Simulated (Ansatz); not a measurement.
```xyz
12

C     0.981    0.499    1.130
N    -0.165   -0.220    0.606
C    -0.409    0.001   -0.788
O    -1.129    1.176   -0.975
S    -1.359   -1.402   -1.505
H     1.932    0.223    0.651
H     1.065    0.313    2.202
H     0.832    1.571    0.990
H    -0.139   -1.204    0.823
H     0.507    0.116   -1.381
H    -1.772    1.207   -0.255
H    -0.343   -2.281   -1.498
```

Charge 0, multiplicity 1.

**Question.** List the ωB97M-V/def2-TZVPP orbital energies in eV (the Gaussian-basis code of Ansatz). (Best estimate.)

**Answer.** The calculation gave: Occupied: -2426.74, -526.37, -394.74, -284.50, -282.16, -220.71, -163.84, -163.76, -163.61, -32.21, -28.32, -24.01, -21.72, -20.45, -17.42, -16.34, -16.19, -14.63, -14.24, -13.73, -12.69, -12.17, -10.62, -9.75, -9.20. Lowest empty: 1.95, 3.17, 3.29, 3.39, 3.55, 4.38, 4.71, 5.18.
